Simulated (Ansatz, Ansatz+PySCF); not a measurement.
```json
{"atom": "Si", "x (Å)": "-0.0207", "y (Å)": "-0.0409", "z (Å)": "0.0595"}
{"atom": "H", "x (Å)": "1.4529", "y (Å)": "-0.0411", "z (Å)": "-0.3698"}
{"atom": "H", "x (Å)": "-0.7381", "y (Å)": "1.2618", "z (Å)": "-0.3387"}
{"atom": "H", "x (Å)": "-0.6996", "y (Å)": "-1.2138", "z (Å)": "-0.4150"}
```

UHF on doublet SiH3 was run in several spherical basis sets with Ansatz (development build ahead of 0.2.0).

(1) Rank the basis sets by the total energy that they give, lowest first, with the distance from the lowest.
A. cc-pVTZ
B. STO-3G
C. def2-SVP
D. cc-pVDZ
E. 6-31G
F. def2-TZVP
G. 6-31G(d)
H. aug-cc-pVDZ

Answers

(1) A (0.00 eV), F (0.10 eV), H (0.38 eV), D (0.41 eV), G (0.97 eV), E (1.98 eV), C (2.89 eV), B (91.80 eV).

Totals follow the description of the cores as much as that of the bonds, so this order isn't one of quality for chemistry.
